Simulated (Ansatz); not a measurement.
# CO⁺, doublet: reading a ladder of total energies

Geometry: that of the CO, triplet, kept fixed.

```xyz
2

O     0.0000    0.0000    0.0000
C     0.0000    0.0000    1.1955
```

Basis 6-31G; Ansatz 0.2.0. Only valence electrons are correlated (noble-gas cores frozen), which leaves 9 electrons in 16 orbitals. R marks a restricted (for open shells ROHF) determinant.

Full CI is exact within this basis and frozen core; it isn't the basis-set limit.

Runs differ by some tens of microhartree through their thresholds and, for an open shell, their frozen cores, so steps under 0.03 kcal/mol mean nothing.

```tsv
level	total energy (hartree)
RHF	-112.154785
RMP2	-112.399578
RCCSD	-112.389680
RCCSD(T)	-112.401629
RCCSDT	-112.402765
RCCSDT(Q)	-112.403628
RCCSDTQ	-112.403812
full CI	-112.404015
```

Problem. What is the correlation energy at full CI, and what share of it do RMP2 and RCCSDTQ recover?

Solution. E(corr) = -112.404015 − (-112.154785) = -0.249230 hartree = -6.782 eV. RMP2: -0.244793 / -0.249230 = 98.22 %. RCCSDTQ: -0.249027 / -0.249230 = 99.92 %.

Problem. By how many kcal/mol does RCCSD(T) miss full CI (1 hartree = 627.509 kcal/mol), and which steps make up the rest?

Solution. -112.401629 − (-112.404015) = 0.002386 hartree = 1.50 kcal/mol. Steps: RCCSDT − RCCSD(T) = -0.71, RCCSDT(Q) − RCCSDT = -0.54, RCCSDTQ − RCCSDT(Q) = -0.12, full CI − RCCSDTQ = -0.13 kcal/mol. Differences between like states or geometries often cancel part of this.
